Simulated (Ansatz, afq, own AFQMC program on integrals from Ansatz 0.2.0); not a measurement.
# O2, singlet: AFQMC among the cluster methods

```yaml
atoms:
  - { symbol: O, position_ang: [0.0000, 0.0000, 0.0000] }
  - { symbol: O, position_ang: [0.0000, 0.0000, 1.3180] }
```

Basis 6-31G. Only valence electrons are correlated. AFQMC by an in-house program on the Cholesky factors that Ansatz 0.2.0 writes for its CCSD(T) run. ph-AFQMC/CISD is guided by a CISD state made of CCSD amplitudes; releasing the constraint for a short imaginary time cuts its bias at the price of noise, slowly where states lie close. Uncertainties: one standard error, sampling alone.

Determinant: RHF, the one that the program's search chose, which needn't be the lowest solution. The geometry is a point of a scan.

Full CI on the same integrals is exact in this basis and with this determinant's frozen core.

Cautions: another spin lies lower; restricted determinant unstable towards unrestricted (UHF 2.09 eV lower, ⟨S²⟩ 1.02); (Q) is large, 217 meV, so the cluster series hasn't closed; CCSD(T) is in doubt: in a space of 8 electrons in 8 natural orbitals full CI lies 99 meV below it; the CCSDT(Q) amplitudes may be one of several solutions (largest double 0.63); the CCSDTQ amplitudes may be one of several solutions (largest double 0.95); the ph-AFQMC/CISD walk drifts between its halves (2.1 errors); the released energy hasn't reached full CI (110 meV above it at 2.40 1/Eh), so no released level is given (meV from the phaseless value at times in 1/Eh: -20 ± 4 at 0.24, -39 ± 4 at 0.51, -56 ± 8 at 0.99, -63 ± 5 at 1.62, -58 ± 6 at 2.40); the determinant fills πx and πy unequally, so it mixes two states of the linear molecule, and each level undoes that mixture to a different degree, while full CI gives the lower state; CCSDTQ on the UHF determinant differs (1.06 eV lower), perhaps since the unrestricted series falls towards higher spin.

* T1 diagnostic: 0.0160
* weight of the determinant in the CISD state: 0.865
* size of the correlated space: 12 electrons in 16 orbitals

| level | correlation energy (eV) |
| --- | --- |
| MP2 | -8.3890 |
| CCSD | -7.8851 |
| CCSD(T) | -8.2222 |

Q: Estimate where full CI lies against CCSD(T) on the same integrals.

A: 9.97 mEh below CCSD(T).

Reference: full CI, correlation energy -8.494 eV. The cautions show a poor starting determinant, so the rows tell how each method copes with it here, and full CI is the sure value.

| level | E − E(reference) (mEh) | share of correlation (%) |
| --- | --- | --- |
| CCSD(T) | 9.97 | 96.80 |
| CCSDT | 7.07 | 97.73 |
| CCSDT(Q) | -0.92 | 100.29 |
| CCSDTQ | 0.72 | 99.77 |
| ph-AFQMC/CISD | 6.18 ± 0.20 | 98.02 |

CCSDT and higher add their correlation energy to the determinant of the CCSD(T) run, since their own runs factorise the integrals more tightly (a shift of under 2 meV).
